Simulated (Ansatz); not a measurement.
A made-up structure of C$_{2}$H$_{3}$Si (charge -1), singlet:

```tsv
atom	x (Å)	y (Å)	z (Å)
C1	-1.3923	-1.1813	-0.8548
Si2	1.0617	0.5218	0.6614
C3	-0.3168	-0.0889	-0.1994
H4	-2.2863	-0.9415	-1.4291
H5	2.2374	0.9199	-0.0283
H6	0.9461	0.9692	2.0041
```

It is relaxed with PBE-D4/def2-SVPD and then PBE0-D4/def2-TZVPD (Ansatz 0.2.0). Atoms count as bonded within 1.22 times the sum of their covalent radii (H–H: 0.88 Å). The end point is not checked to be a true minimum.

Problem. Does its bonding change? (Judge from chemistry; the calculation decides.)

Solution. Computed: No: no bond forms or breaks.

Where it ends: The first stage lowers the energy by 3.56 eV in 13 steps. It ends as C₂H₃Si ([CH][C][SiH2]), total charge -1:
C1  (-1.266, -0.642, -0.789)
Si2  (1.302, -0.001, 0.827)
C3  (-0.276, -0.296, -0.168)
H4  (-2.133, -0.937, -1.332)
H5  (1.917, 1.014, -0.147)
H6  (0.705, 1.060, 1.762)
(Å)

Labels in which every atom is bracketed show which atoms are joined, not bond orders.

For scale, one of the runs: PBE0-D4/def2-TZVPD relaxation, 144 basis functions, launched by `ansatz run in.yaml --threads 2 --pin off --events-out ev --progress --plain --max-ram 4352MiB`. Hardware: 2 CPU threads of an Arm Neoverse V1, shared host. Wall time about 18 s.
